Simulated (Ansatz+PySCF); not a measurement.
**doublet C3H3: levels of theory in one basis**

```xyz
6

C     0.0000    0.0000   -0.2908
C     0.0000    0.0000   -1.4931
H     0.0000    0.0000   -2.5553
C     0.0000    0.0000    1.0761
H     0.0000   -0.9300    1.6315
H     0.0000    0.9300    1.6315
```

Basis set: cc-pVTZ (spherical functions). Left uncorrelated: 3 orbitals. Correlation on ROHF uses semicanonical orbitals with singles. Charge 0, multiplicity 2.

Computed with Ansatz (development build ahead of 0.2.0) and PySCF 2.14.0; each method stands on the lowest determinant of its kind that the runs found.

| method | E − E(ROHF) (eV) | <S²> of the determinant |
| --- | --- | --- |
| ROHF | 0.00 | 0.75 |
| UHF | -0.42 | 0.93 |
| UHF-MP2 | -12.06 | 0.93 |
| ROHF-CCSD(T) | -13.59 | – |

Q: What does ROHF-MP2 give on the same scale?

A: -12.38 eV.

Caution for UHF, UHF-MP2: the unrestricted determinant is spin contaminated. Caution for ROHF-MP2, UHF-MP2: forces differ strongly between restricted and unrestricted references.
